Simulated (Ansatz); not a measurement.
## Scan of the C3–H5 bond length

C₂H₂B (SMILES [BH]C#C), doublet, at its PBE0-D4/def2-TZVP minimum:

```xyz
5
angstrom
B -0.9953 0.8796 -0.3996
C 0.0318 -0.0080 0.1021
C 0.8786 -0.7150 0.6260
H -1.5332 1.1776 -1.4080
H 1.6181 -1.3342 1.0795
```

The bond length C3–H5 (1.066 Å at the minimum) is set to the values below, the two halves moving rigidly along the bond. Each method's energies count from its own value at the PBE0-D4 minimum structure. 1 of 9 computed points, where the reference changed state or T1 grew large, are left out. Ansatz 0.2.0; basis: def2-TZVPP; cores frozen in the correlated methods; orbitals are unrestricted. B3LYP uses VWN-RPA correlation.

```json
{"bond length (Å)": "0.938", "CCSD(T) (eV)": "0.414", "HF (eV)": "0.371", "wB97M-V (eV)": "0.402", "B3LYP-D4 (eV)": "0.397"}
{"bond length (Å)": "0.975", "CCSD(T) (eV)": "0.193", "HF (eV)": "0.161", "wB97M-V (eV)": "0.185", "B3LYP-D4 (eV)": "0.182"}
{"bond length (Å)": "1.029", "CCSD(T) (eV)": "0.028", "HF (eV)": "0.014", "wB97M-V (eV)": "0.025", "B3LYP-D4 (eV)": "0.024"}
{"bond length (Å)": "1.093", "CCSD(T) (eV)": "0.014", "HF (eV)": "0.026", "wB97M-V (eV)": "0.016", "B3LYP-D4 (eV)": "0.017"}
{"bond length (Å)": "1.163", "CCSD(T) (eV)": "0.158", "HF (eV)": "0.202", "wB97M-V (eV)": "0.165", "B3LYP-D4 (eV)": "0.166"}
{"bond length (Å)": "1.239", "CCSD(T) (eV)": "0.439", "HF (eV)": "0.523", "wB97M-V (eV)": "0.451", "B3LYP-D4 (eV)": "0.452"}
{"bond length (Å)": "1.319", "CCSD(T) (eV)": "0.819", "HF (eV)": "0.952", "wB97M-V (eV)": "0.840", "B3LYP-D4 (eV)": "0.838"}
{"bond length (Å)": "1.404", "CCSD(T) (eV)": "1.276", "HF (eV)": "1.465", "wB97M-V (eV)": "1.309", "B3LYP-D4 (eV)": "1.298"}
```

Minimum and curvature along this coordinate at CCSD(T): A fifth-order fit through the nearest points gives 1.065 Å, with a curvature of about 40 eV/Å².

**Question.** Treat the two halves as rigid bodies and work out the harmonic wavenumber of this stretch from that curvature (ν̃ = 521.5 √(k/μ) cm⁻¹ with k in eV/Å² and μ in u).

**Answer.** The halves weigh 35.84 and 1.01 u, so μ = 35.84 × 1.01/36.85 = 0.982 u and ν̃ = 521.5 √(40/0.982) ≈ 3300 cm⁻¹. A true normal mode mixes in other motions, so this is a guide only.

Largest difference from the CCSD(T) curve over the scan: PBE-D4 0.076; r2SCAN-D4 0.018; PBE0-D4 0.025; MP2 0.128 eV. Each curve counts from its own value at the minimum.

No T1 diagnostic of these runs exceeds 0.045. ⟨S²⟩ of the unrestricted Hartree–Fock references: 0.92 to 0.97 (a pure state has 0.75). The unrestricted reference is spin-contaminated, which hurts MP2 most.

For scale, one of the runs: CCSD(T)/def2-TZVPP, 121 basis functions (an equivalent command: `ansatz run in.yaml --threads 2`). Time: 16 s of wall clock on 2 CPU threads; the host was shared. Peak host memory: 1.1 GiB.
